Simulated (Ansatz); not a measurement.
Geometry optimisation, RHF/def2-SVP in Ansatz 0.2.0.

input.yaml

```yaml
crystal:
  periodic: [false, false, false]
  atoms:
    - { symbol: Al, position_ang: [0.0, 0.0, 0.0] }
    - { symbol: H, position_ang: [0.0, 0.0, 1.56] }
    - { symbol: O, position_ang: [1.5415, 0.0, -0.89] }
    - { symbol: H, position_ang: [1.8414, -0.9519, -1.0449] }
    - { symbol: "N", position_ang: [-1.6627, 0.0, -0.96] }
    - { symbol: H, position_ang: [-2.3316, -0.8164, -0.8614] }
    - { symbol: H, position_ang: [-1.9118, 0.8164, -1.5886] }
basis:
  gaussian: { orbitals: def2-SVP }
hamiltonian:
  xc: hf
relax:
  f_tol: 0.02
  max_steps: 40
```

Launched with:

```bash
$ ansatz run input.yaml --threads 1 --pin off --max-ram 2048MiB --backend cpu --events-out ev --progress --plain --runs-dir out
```

Q: Where does it end, and by what steps?

A: It converged. After 10 steps the energy has fallen by 1.117 eV; H7 moved furthest, 0.93 Å.

```
step  energy less start (eV)  largest force component (eV/Å)  accepted
   0                  0.0000                           3.119       yes
   1                 -0.6108                           1.227       yes
   2                 -0.8332                           0.936       yes
   3                 -0.9504                           0.484       yes
   4                 -1.0277                           0.369       yes
   5                 -1.0334                           0.694       yes
   6                 -1.1049                           0.295       yes
   7                 -1.1152                           0.068       yes
   8                 -1.1170                           0.034       yes
   9                 -1.1171                           0.032       yes
  10                 -1.1171                           0.006       yes
```

```xyz
7
Properties=species:S:1:pos:R:3
Al -0.068 -0.186 0.073
H -0.179 -0.244 1.636
O 1.468 -0.281 -0.621
H 1.798 -0.271 -1.500
N -1.525 -0.025 -0.916
H -2.453 0.034 -0.541
H -1.565 0.020 -1.916
```

Whether the end is a true minimum wasn't checked by a vibrational analysis.

The run took 4.1 s on 1 thread of AMD EPYC 9R45 96-Core Processor (Zen 5), with other jobs on the host, peak memory 0.14 GiB.
